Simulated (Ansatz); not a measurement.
Input file:

```yaml
crystal:
  periodic: [false, false, false]
  atoms:
    - {symbol: Al, position_ang: [-1.012122, 0.000000, 0.000000]}
    - {symbol: H, position_ang: [-1.805046, 1.373384, 0.000000]}
    - {symbol: H, position_ang: [-1.805046, -1.373384, 0.000000]}
    - {symbol: H, position_ang: [0.930878, 0.000000, 0.000000]}
    - {symbol: C, position_ang: [2.079878, 0.000000, 0.000000]}
    - {symbol: H, position_ang: [2.494346, 0.000000, 0.996161]}
    - {symbol: H, position_ang: [2.494346, 0.000000, -0.996161]}
basis:
  gaussian: {orbitals: 6-31G}
magnetization: {spin_polarized: false, initial_magnetization: 2}
correlation: {active_space: {window: {electrons: 2, orbitals: 3}, fixed_orbitals: true}}
output: {forces: true}
```

```sh
$ ansatz run in.yaml --threads 1 --pin off --events-out ev --progress --plain --max-ram 2393MiB
```

(1) Roughly how long does this take on 1 thread of Arm Neoverse V2, shared host, and how much host memory?

```
425 factors; integrals over basis functions are off by at most 2.8e-4 eV
mean field evaluation 1: about -7686.0694 eV, gradient 1.2e1 eV
mean field evaluation 2: about -7686.0697 eV, gradient 1.2e1 eV
mean field evaluation 4: about -7686.9276 eV, gradient 1.4e0 eV
mean field evaluation 8: about -7686.9378 eV, gradient 5.2e-4 eV
mean field evaluation 16: about -7685.9937 eV, gradient 4.2e-4 eV
mean field evaluation 32: about -7685.9937 eV, gradient 4.3e-2 eV
mean field -7686.93781489 eV, -282.4897543037 hartree, gradient 6.7e-7 eV, S^2 2.000000; 6 other end points of the search recorded, 0 dependent functions left out
reference -7686.93781489 eV, -282.4897543037 hartree; 13, 11 occupied and 19, 21 virtual orbitals, 425 factors
state -7686.93781489 eV, -282.4897543037 hartree
the calculation of the forces begins
Total energy: -7686.93781489 eV, -282.4897543037 hartree
Atom 0 at    -1.012122     0.000000     0.000000 Å, force    -1.204324     0.000000     0.000000 eV/Å
Atom 1 at    -1.805046     1.373384     0.000000 Å, force    -0.377120     0.328155     0.000000 eV/Å
Atom 2 at    -1.805046    -1.373384     0.000000 Å, force    -0.377120    -0.328155     0.000000 eV/Å
Atom 3 at     0.930878     0.000000     0.000000 Å, force     2.526575     0.000000     0.000000 eV/Å
Atom 4 at     2.079878     0.000000     0.000000 Å, force    -2.044070    -0.000000    -0.000000 eV/Å
Atom 5 at     2.494346     0.000000     0.996161 Å, force     0.738030     0.000000    -0.646203 eV/Å
Atom 6 at     2.494346     0.000000    -0.996161 Å, force     0.738030     0.000000     0.646203 eV/Å
Dipole moment:     0.245376    -0.000000     0.000000 e Å
```

Natural occupations: 1.0000 1.0000 0.0000.

Forces (eV/Å):
```
Al  -1.204  0.000  0.000
H   -0.377  0.328  0.000
H   -0.377 -0.328  0.000
H    2.527  0.000  0.000
C   -2.044  0.000  0.000
H    0.738  0.000 -0.646
H    0.738  0.000  0.646
```

Answers

(1) 0.45 s wall and 0.22 GiB.
